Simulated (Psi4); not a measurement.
# AlH3Cl− (SMILES [H][Al-]([H])([H])[Cl]) at MP3/cc-pCVDZ (sfX2C, density fitting, density fitting for correlation)

Aim: the energy change on altering one bond length of AlH3Cl− at MP3/cc-pCVDZ (sfX2C, density fitting, density fitting for correlation), from 2 runs. 

Program for the calculation: Psi4 1.11.

5 further runs of the same task are left out: 1 that didn't finish, 4 set aside as unsound or not needed.

## Step 1: The molecule

AlH3Cl− has 5 atoms, charge -1, and is taken as a singlet. As SMILES, `[H][Al-]([H])([H])[Cl]`. Geometry: a GFN2-xTB relaxation, a rough one for these elements and not checked as a minimum.

Bond lengths: Al1–Cl2 2.096 Å, Al1–H3 1.609 Å, Al1–H4 1.608 Å, Al1–H5 1.609 Å. Angles: Cl2–Al1–H3 107.0°, Cl2–Al1–H4 107.2°, Cl2–Al1–H5 107.4°, H3–Al1–H4 111.6°, H3–Al1–H5 111.7°, H4–Al1–H5 111.8°.

## Step 2: The energy at MP3/cc-pCVDZ (sfX2C, density fitting, density fitting for correlation)

File alclh3.xyz:

```xyz
5
AlClH3
Al    -0.002450     0.000420    -0.134210
Cl     0.013850    -0.018360     1.961810
H      1.532100     0.011680    -0.616990
H     -0.775390     1.334390    -0.590440
H     -0.768110    -1.328130    -0.620160
```

File run_ase.py:

```python
import numpy as np
from ase.calculators.psi4 import Psi4
from ase.io import read

a = read('alclh3.xyz')
calc = Psi4(atoms=a, method='mp3', basis='cc-pCVDZ', memory='1600MB', num_threads=1, charge=-1, multiplicity=1, label='calc')
calc.psi4.set_options({'scf_type': 'df', 'freeze_core': True, 'mp_type': 'df', 'relativistic': 'x2c'})
a.calc = calc

print(f'energy: {a.get_potential_energy():.6f} eV')
```

Command:

```
$ python run_ase.py
```

calc.dat:

```text
[...]
  Running in c1 symmetry.
[...]
  Nuclear repulsion =   78.229455153542773
[...]
  Multiplicity = 1
[...]
  Nalpha       = 17
  Nbeta        = 17
[...]
    Number of basis functions: 69
[...]
    WARNING: The X2C and Dirac Hamiltonians have substatially different eigenvalues!
             This is probably caused by the recontraction of the basis set.
[...]
   @DF-RHF iter   1:  -704.87649478200353   -6.64762e-01   4.09028e-03 ADIIS/DIIS
[...]
   @DF-RHF iter  10:  -704.90507164784196   -1.47793e-12   3.10881e-09 DIIS
[...]
    Orbital Energies [Eh]
    ---------------------
    Doubly Occupied:
       1A   -104.914160     2A    -58.361255     3A    -10.385260
       4A     -7.787552     5A     -7.785783     6A     -7.785782
       7A     -4.682717     8A     -2.978590     9A     -2.976336
      10A     -2.976332    11A     -0.872154    12A     -0.384472
      13A     -0.272361    14A     -0.272338    15A     -0.270007
      16A     -0.195876    17A     -0.195488
[...]
  @DF-RHF Final Energy:  -704.90507164784196
   => Energetics <=
    Nuclear Repulsion Energy =             78.2294551535427729
    One-Electron Energy =               -1140.0761296802668312
    Two-Electron Energy =                 356.9416028788820086
    Total Energy =                       -704.9050716478419645
[...]
 Multipole Moments:
 ------------------------------------------------------------------------------------
     Multipole            Electronic (a.u.)      Nuclear  (a.u.)        Total (a.u.)
 ------------------------------------------------------------------------------------
 L = 1.  Multiply by 2.5417464519 to convert [e a0] to [Debye]
 Dipole X            :          0.0303399           -0.0271630            0.0031769
 Dipole Y            :         -0.0558842            0.0423776           -0.0135066
 Dipole Z            :          5.5025010           -4.3269246            1.1755764
 Magnitude           :                                                    1.1756583
[...]
	DF-MP2 Total Energy (a.u.)         :  -705.13481635584469
[...]
	DF-MP3 Total Energy (a.u.)         :  -705.16451663820601
[...]
```

The script printed:

```text
energy: -19188.503873 eV
```

Wall time 2.1 s (1 thread of INTEL XEON PLATINUM 8581C at 2.30GHz (Emerald Rapids), shared host); peak memory 0.3 GiB.

## Step 3: The distorted shape, same level

File input.json:

```json
{
  "schema_name": "qcschema_input",
  "schema_version": 1,
  "molecule": {
    "schema_name": "qcschema_molecule",
    "schema_version": 2,
    "symbols": ["Al", "Cl", "H", "H", "H"],
    "geometry": [0.14005516, 0.25184758, -0.16179079, 0.1708577, 0.21635852, 3.79911296, 3.03993439, 0.2731259, -1.07411277, -1.32058975, 2.77268554, -1.02394054, -1.45151753, -2.50980196, -1.17193255],
    "molecular_charge": -1,
    "molecular_multiplicity": 1,
    "fix_symmetry": "c1"
  },
  "driver": "energy",
  "model": {
    "method": "mp3",
    "basis": "cc-pCVDZ"
  },
  "keywords": {
    "scf_type": "df",
    "freeze_core": true,
    "mp_type": "df",
    "relativistic": "x2c"
  }
}
```

Command:

```
$ psi4 --qcschema input.json -n 1 --memory 1600MB
```

stdout:

```text
[...]
  Running in c1 symmetry.
[...]
  Nuclear repulsion =   77.704583651321371
[...]
  Multiplicity = 1
[...]
  Nalpha       = 17
  Nbeta        = 17
[...]
    Number of basis functions: 69
[...]
    WARNING: The X2C and Dirac Hamiltonians have substatially different eigenvalues!
             This is probably caused by the recontraction of the basis set.
[...]
   @DF-RHF iter   1:  -704.87485906265613   -6.98046e-01   4.05140e-03 DIIS/ADIIS
[...]
   @DF-RHF iter  10:  -704.90253759699112   -1.25056e-12   3.60256e-09 DIIS
[...]
    Orbital Energies [Eh]
    ---------------------
    Doubly Occupied:
       1A   -104.918426     2A    -58.375478     3A    -10.389480
       4A     -7.791771     5A     -7.789989     6A     -7.789984
       7A     -4.694586     8A     -2.990713     9A     -2.988486
      10A     -2.987967    11A     -0.876120    12A     -0.383269
      13A     -0.276330    14A     -0.275335    15A     -0.268771
      16A     -0.200050    17A     -0.187977
[...]
  @DF-RHF Final Energy:  -704.90253759699112
   => Energetics <=
    Nuclear Repulsion Energy =             77.7045836513213715
    One-Electron Energy =               -1138.8447796034843122
    Two-Electron Energy =                 356.2376583551717886
    Total Energy =                       -704.9025375969911238
[...]
 Multipole Moments:
 ------------------------------------------------------------------------------------
     Multipole            Electronic (a.u.)      Nuclear  (a.u.)        Total (a.u.)
 ------------------------------------------------------------------------------------
 L = 1.  Multiply by 2.5417464519 to convert [e a0] to [Debye]
 Dipole X            :          0.2002144           -0.0977879            0.1024264
 Dipole Y            :          0.2384340           -0.0801691            0.1582649
 Dipole Z            :          5.6221303           -4.3717492            1.2503811
 Magnitude           :                                                    1.2645125
[...]
	DF-MP2 Total Energy (a.u.)         :  -705.13190569886240
[...]
	DF-MP3 Total Energy (a.u.)         :  -705.16157501705857
[...]
```

The result, in JSON:

```text
{
 "driver": "energy",
 "model": {
  "method": "mp3",
  "basis": "cc-pCVDZ"
 },
 "success": true,
 "return_result": -705.1615750170586,
 "properties": {
  "calcinfo_nbasis": 69,
  "calcinfo_nmo": 69,
  "calcinfo_nalpha": 17,
  "calcinfo_nbeta": 17,
  "calcinfo_natom": 5,
  "nuclear_repulsion_energy": 77.70458365132137,
  "return_energy": -705.1615750170586,
  "scf_one_electron_energy": -1138.8447796034843,
  "scf_two_electron_energy": 356.2376583551718,
  "scf_dipole_moment": [0.10242643795585296, 0.15826489939996735, 1.2503811275257544],
  "scf_total_energy": -704.9025375969911,
  "scf_iterations": 10,
  "mp2_singles_energy": 0.0,
  "mp2_doubles_energy": -0.2293681018712732,
  "mp2_correlation_energy": -0.2293681018712732,
  "mp2_total_energy": -705.1319056988624
 }
}
```

Wall time 2 s (1 thread of INTEL XEON PLATINUM 8581C at 2.30GHz (Emerald Rapids), shared host); peak memory 0.29 GiB.

## Step 4: Outcome

At MP3/cc-pCVDZ (sfX2C, density fitting, density fitting for correlation), 10 core orbitals frozen:

| quantity | value |
| --- | --- |
| first shape: total energy | -705.16452 Eh |
| first shape: HOMO energy (Hartree–Fock orbitals) | -5.32 eV |
| first shape: LUMO energy (Hartree–Fock orbitals) | 8.29 eV |
| first shape: HOMO–LUMO gap (to an unbound level, set by the basis) | 13.61 eV |
| first shape: correlation energy (10 core orbitals frozen) | -259.4 mEh |
| distorted shape: total energy | -705.16158 Eh |
| distorted shape: HOMO energy (Hartree–Fock orbitals) | -5.12 eV |
| distorted shape: LUMO energy (Hartree–Fock orbitals) | 8.25 eV |
| distorted shape: HOMO–LUMO gap (to an unbound level, set by the basis) | 13.36 eV |
| distorted shape: correlation energy (10 core orbitals frozen) | -259.0 mEh |
| energy change with the Al1–H5 bond stretched from 1.609 to 1.769 Å | 0.080 eV |

With the Al1–H5 bond stretched from 1.609 to 1.769 Å the energy rises by 0.08 eV (7.7 kJ/mol). The first shape isn't relaxed at this level, so the change isn't measured from a minimum.
